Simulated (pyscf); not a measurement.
•HC=CH–CH=CH₂ → acetylene (HC≡CH) + vinyl (•HC=CH₂) (bond scission; doublet surface; C–C broken, none formed). Structures and frequencies: ωB97X-D3(BJ)/def2-SVP in PySCF. Correlated levels are frozen-core, on RHF or UHF. ΔMP2 is the change of the MP2 total energy from the triple- to the quadruple-zeta basis. Energies in kcal/mol from the reactant's lowest minimum found.

| level | barrier | reaction energy |
|---|---|---|
| ωB97X-D3(BJ)/def2-TZVP | … | +46.2 |
| B3LYP-D3(BJ)/def2-TZVP | 47.5 | +44.9 |
| ωB97M-D3(BJ)/def2-TZVP | 47.7 | +43.2 |
| HF/def2-TZVP | 54.5 | +43.0 |
| CCSD/def2-TZVPP | 47.7 | +40.8 |
| CCSD(T)/def2-TZVPP | 46.8 | +41.1 |
| CCSD(T)/def2-TZVPP + ΔMP2(QZVPP) | … | … |

Problem. What belongs in the gaps?

Solution. 
- ωB97X-D3(BJ)/def2-TZVP, barrier: 49.9
- CCSD(T)/def2-TZVPP + ΔMP2(QZVPP), barrier: 46.7
- CCSD(T)/def2-TZVPP + ΔMP2(QZVPP), reaction energy: +41.0

On the reactant side the descent ends in a point that may be a rotor saddle (no frequency run), 2.3 kcal/mol over the lowest minimum found and 47.6 kcal/mol under the saddle at ωB97X-D3(BJ)/def2-TZVP. The same reactants have a lower exit, to cyclic C₄H₅ (SMILES [CH2]C1C=C1) [doublet] (barrier +26.3 kcal/mol at ωB97M-D3(BJ)/def2-TZVP, against +47.7 kcal/mol here). •HC=CH–CH=CH₂ lies 11.3 kcal/mol over its isomer •HC=C=CH–CH₃ (electronic energy, ωB97M-D3(BJ)/def2-TZVP). This is the saddle that the search found; another between the same sides may lie lower. The CCSD(T) − MP2 part came from Ansatz, without density fitting, on the same reference. An open-shell T1 diagnostic exceeds 0.045. A UHF reference is spin-contaminated (<S²> up to 1.26), which harms MP2 most.
